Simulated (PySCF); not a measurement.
## `Cc1cccs1`: 4 charge schemes on one density

C5H6S.
Numbering: `[CH3:1][c:2]1[cH:3][cH:4][cH:5][s:6]1` (hydrogens: H7, H8, H9 on C1; H10 on C3; H11 on C4; H12 on C5)

Cartesian coordinates in Å at the PBE0-D3(BJ)/def2-SVP level; atoms count from 1:
```
atom  x, y, z in Å
C1    -1.995    0.165    0.169
C2    -0.505    0.149    0.100
C3     0.320   -0.842   -0.370
C4     1.704   -0.507   -0.305
C5     1.913    0.741    0.218
S6     0.430    1.507    0.628
H7    -2.358    0.459    1.166
H8    -2.431    0.867   -0.561
H9    -2.389   -0.836   -0.052
H10   -0.061   -1.791   -0.751
H11    2.511   -1.166   -0.628
H12    2.860    1.253    0.385
```

Density: PBE0/pcSseg-1 (PySCF); schemes: Mulliken, IAO, Hirshfeld and ESP-fitted. Geometry: PBE0-D3(BJ)/def2-SVP; no solvent, vibrations or thermal averaging.

Question: Which atoms carry the lowest charge in the Mulliken, IAO, Hirshfeld and ESP-fitted schemes?

Answer: The schemes don't all agree: Mulliken C2 (-0.493); IAO C1 (-0.418); Hirshfeld C1 (-0.117); ESP-fitted C1 (-0.503).

Question: For which atoms does the sign change between the 4 schemes (beyond +0.03 e in one, beyond −0.03 e in another)?

Answer: C2. Atomic charges aren't observables, and each scheme defines them in its own way.

Question: Tabulate the Mulliken, IAO, Hirshfeld and ESP-fitted charges.

Answer: In e:

| atom | environment | Mulliken | IAO | Hirshfeld | ESP-fitted |
| --- | --- | --- | --- | --- | --- |
| C1 | benzylic-type carbon | -0.137 | -0.418 | -0.117 | -0.503 |
| C2 | substituted aromatic carbon | -0.493 | -0.142 | -0.022 | +0.151 |
| C3 | aromatic CH carbon | -0.014 | -0.197 | -0.084 | -0.216 |
| C4 | aromatic CH carbon | -0.064 | -0.182 | -0.077 | -0.232 |
| C5 | aromatic CH next to a ring sulfur | -0.281 | -0.325 | -0.091 | -0.290 |
| S6 | thiophene-type sulfur | +0.269 | +0.318 | +0.089 | +0.015 |
| H7 | methyl hydrogen | +0.135 | +0.153 | +0.046 | +0.166 |
| H8 | methyl hydrogen | +0.141 | +0.155 | +0.046 | +0.165 |
| H9 | methyl hydrogen | +0.125 | +0.155 | +0.052 | +0.148 |
| H10 | aromatic hydrogen | +0.086 | +0.153 | +0.051 | +0.173 |
| H11 | aromatic hydrogen | +0.099 | +0.159 | +0.054 | +0.191 |
| H12 | aromatic hydrogen | +0.133 | +0.170 | +0.054 | +0.233 |

Mean size of the charges over all atoms: IAO 0.211 e, ESP-fitted 0.207 e, Mulliken 0.165 e, Hirshfeld 0.065 e. Each set sums to the total charge, 0, to within 0.001 e. The Mulliken scheme counts on each atom the diagonal of the density matrix times the overlap matrix over that atom's basis functions. The ESP scheme is a least-squares fit of atom-centred charges to the potential on four shells outside the van der Waals surface, with the total charge fixed.

Question: How closely do the schemes follow one another over all atoms?

Answer: Correlation coefficient and root-mean-square difference: IAO with Hirshfeld 0.98, 0.159 e; Hirshfeld with ESP-fitted 0.88, 0.175 e; IAO with ESP-fitted 0.85, 0.127 e; Mulliken with IAO 0.77, 0.148 e; Mulliken with Hirshfeld 0.69, 0.165 e; Mulliken with ESP-fitted 0.39, 0.243 e.

Question: Sum the charges by element, for elements with more than one atom.

Answer: 
```tsv
element	atoms	Mulliken	IAO	Hirshfeld	ESP-fitted
C	5	-0.988	-1.263	-0.392	-1.090
H	6	+0.719	+0.945	+0.303	+1.075
```
